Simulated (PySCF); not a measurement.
Compound: Si₂H₄ (triplet state).
Numbering: `[SiH:1][SiH3:2]` (hydrogens: H3 on Si1; H4, H5, H6 on Si2)

Method: UKS B3LYP, IGLO-III on Si, pcH-1 on H, non-relativistic, mean-field spin-orbit, GIAO in PySCF 2.14.0. Geometry: PBE0-D3(BJ)/def2-SVP; no solvent, vibrations or thermal averaging. This triplet need not be the ground state; the singlet was not compared here.

Q: Count the α and β electrons and give S(S+1).

A: 32 electrons with 2S = 2: 17 α and 15 β; S(S+1) = 2.00.

Mulliken spin populations, one withheld:

```
atom         bound to  population
 Si1          Si2, H3     +1.8122
 Si2  Si1, H4, H5, H6           ?
  H3              Si1     +0.0292
  H4              Si2     +0.0389
  H5              Si2     -0.0043
  H6              Si2     +0.0389
```

Q: Fill in the missing population.

A: 2 − (1.9149) gives +0.085, since all populations sum to 2S.

Q: Sum the populations by element and by sign.

A: Silicon +1.90, hydrogen +0.10. The positive populations sum to 2.00, the negative ones to 0.00.

Q: With ⟨S²⟩ = 2.0035, find the sum of squared α–β overlaps and estimate the admixture of higher spin.

A: For a single determinant ⟨S²⟩ = S(S+1) + Nβ − Σ|⟨iα|jβ⟩|², so the squared overlaps of occupied orbitals sum to 15 − 0.0035 = 14.9965. If the quintet state (S + 1) were the only admixture, its weight would be 0.0035/(2S + 2) = 0.09 %.

Q: What Fermi-contact NMR shifts do the couplings of Si2, H3, H4/H5/H6 imply at 298 K (Curie law, g = gₑ, zero-field splitting neglected)?

A: δ = a_FC·h·gₑ μB S(S+1)/(3 g_N μN kT), with k/h = 20836.6 MHz/K:

```json
{"nuclei": "Si2", "isotope": "29Si", "a_FC (MHz)": "-36.66", "g_N": "-1.1106", "contact shift (ppm)": "+13031"}
{"nuclei": "H3", "isotope": "1H", "a_FC (MHz)": "42.54", "g_N": "5.5857", "contact shift (ppm)": "+3006"}
{"nuclei": "H4/H5/H6", "isotope": "1H", "a_FC (MHz)": "25.40", "g_N": "5.5857", "contact shift (ppm)": "+1795"}
```

The shifts go as 1/T: at 348 K they are 0.856 times these. Entries for several nuclei are means.

Class means assume fast exchange of nuclei equivalent by connectivity; if that motion is slow, each nucleus keeps its own coupling. The three 1H nuclei of mean +25.4 MHz run from -5.2 to 40.7 MHz in the frozen geometry.
